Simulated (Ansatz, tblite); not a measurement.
**(H2B-mu-SH)2 (B2H6S2): one state, many levels**

An exercise on one series of results from a longer session: the logs are not shown, and one member is left open.

Method: as each input shows; program: Ansatz 0.2.0, Gaussian basis.

The runs, in order: GFN1-xTB, GFN2-xTB, PBE-D4/def2-TZVP, r2SCAN-D4/def2-TZVP, ωB97X-V/def2-TZVP, B2PLYP/def2-TZVP, HF/def2-TZVP, LC-ωPBE/def2-TZVP, HSE06-D4/def2-TZVP, BLYP-D4/def2-TZVP, r2SCANh-D4/def2-TZVP, PBE-D4/def2-SVP, PBE0-D4/def2-SVP, HF/STO-3G, HF/6-31G, B3LYP-D4/6-31G, PBE0-D4/def2-TZVPD, PBE-D4/def2-TZVPD, r2SCAN-D4/def2-TZVPD, CCSD(T)/def2-TZVPP, MP2/def2-TZVP, RPA/def2-TZVP.

### The structure

The singlet was relaxed beforehand with PBE-D4/def2-SVP.

10 atoms, charge 0, spin multiplicity 1.

Bond lengths: B1–H2 1.217 Å, B1–H3 1.216 Å, B1–S4 1.978 Å, B1–S8 1.978 Å, S4–B5 1.978 Å, S4–H9 1.367 Å, B5–H6 1.216 Å, B5–H7 1.217 Å, B5–S8 1.978 Å, S8–H10 1.367 Å. Angles: H2–B1–H3 117.8°, H2–B1–S4 105.9°, H2–B1–S8 105.9°, H3–B1–S4 113.7°, H3–B1–S8 113.7°, S4–B1–S8 97.6°, B1–S4–B5 80.0°, B1–S4–H9 98.6°, B5–S4–H9 98.6°, S4–B5–H6 113.7°, S4–B5–H7 105.9°, S4–B5–S8 97.6°, H6–B5–H7 117.8°, H6–B5–S8 113.7°, H7–B5–S8 105.9°, B1–S8–B5 80.0°, B1–S8–H10 98.6°, B5–S8–H10 98.6°.

PBE0-D4/def2-TZVP was run before; its log isn't repeated, and its numbers join the tables.

The first run:

Tight binding, by tblite at 300 K electronic temperature and without a spin-polarisation term:

```python
tblite.interface.Calculator('GFN1-xTB', numbers, positions, charge=0, uhf=0).singlepoint()
```

Tight binding, by tblite at 300 K electronic temperature and without a spin-polarisation term:

```python
tblite.interface.Calculator('GFN2-xTB', numbers, positions, charge=0, uhf=0).singlepoint()
```

start.molden holds the orbitals of an earlier run on this state, given as this run's starting guess.

File in.yaml:

```yaml
crystal:
  periodic: [false, false, false]
  atoms:
    - {symbol: B, position_ang: [1.244154, 0.088281, 0.391522]}
    - {symbol: H, position_ang: [1.403382, 0.329217, 1.574003]}
    - {symbol: H, position_ang: [2.235642, -0.044665, -0.299020]}
    - {symbol: S, position_ang: [-0.011950, 1.463114, -0.276628]}
    - {symbol: B, position_ang: [-1.290947, 0.032051, 0.203533]}
    - {symbol: H, position_ang: [-2.162965, -0.142237, -0.625191]}
    - {symbol: H, position_ang: [-1.633223, 0.261867, 1.348828]}
    - {symbol: S, position_ang: [0.008906, -1.455307, 0.315205]}
    - {symbol: H, position_ang: [0.092995, 1.204343, -1.614329]}
    - {symbol: H, position_ang: [0.114006, -1.736665, -1.017913]}
basis:
  gaussian: {orbitals: def2-TZVP, initial_orbitals: start.molden}
hamiltonian: {xc: pbe, dispersion: d4}
scf: {omitted_lower_state_checks: [starts]}
output: {orbitals: {seedname: orbitals}}
```

Run with:

```
ansatz run in.yaml --threads 4 --pin off --events-out ev --progress --plain --max-ram 3916MiB
```

Among the steps run: PBE-D4/def2-TZVP; r2SCAN-D4/def2-TZVP; ωB97X-V/def2-TZVP; B2PLYP/def2-TZVP; HF/def2-TZVP; LC-ωPBE/def2-TZVP; HSE06-D4/def2-TZVP; BLYP-D4/def2-TZVP; r2SCANh-D4/def2-TZVP; PBE-D4/def2-SVP; PBE0-D4/def2-SVP; HF/STO-3G; HF/6-31G; B3LYP-D4/6-31G; PBE0-D4/def2-TZVPD; PBE-D4/def2-TZVPD; r2SCAN-D4/def2-TZVPD; CCSD(T)/def2-TZVPP; MP2/def2-TZVP; RPA/def2-TZVP.

One of the session's tables, all rows but one given; the rest of the session is left out.

| level | HOMO (eV) | LUMO (eV) | gap (eV) |
| --- | --- | --- | --- |
| HF/STO-3G | -8.89 | 10.12 | 19.01 |
| HF/6-31G | ? | ? | ? |
| HF/def2-TZVP | -11.01 | 2.86 | 13.87 |
| PBE-D4/def2-SVP | -6.95 | -0.91 | 6.05 |
| PBE-D4/def2-TZVP | -7.00 | -1.18 | 5.82 |
| PBE-D4/def2-TZVPD | -7.02 | -1.42 | 5.60 |
| BLYP-D4/def2-TZVP | -6.89 | -1.12 | 5.77 |
| r2SCAN-D4/def2-TZVP | -7.27 | -0.83 | 6.44 |
| r2SCAN-D4/def2-TZVPD | -7.28 | -0.99 | 6.29 |
| r2SCANh-D4/def2-TZVP | -7.71 | -0.51 | 7.20 |
| B3LYP-D4/6-31G | -8.14 | 0.04 | 8.18 |
| PBE0-D4/def2-SVP | -8.22 | 0.00 | 8.22 |
| PBE0-D4/def2-TZVP | -8.20 | -0.27 | 7.93 |
| PBE0-D4/def2-TZVPD | -8.21 | -0.65 | 7.56 |
| HSE06-D4/def2-TZVP | -7.80 | -0.65 | 7.16 |
| LC-ωPBE/def2-TZVP | -10.86 | 1.96 | 12.82 |
| ωB97X-V/def2-TZVP | -10.52 | 1.78 | 12.30 |

Q: Estimate the row for HF/6-31G from the others.

The run gave: HOMO (eV): -11.24; LUMO (eV): 3.83; gap (eV): 15.07. In the column «HOMO (eV)» it is the lowest.
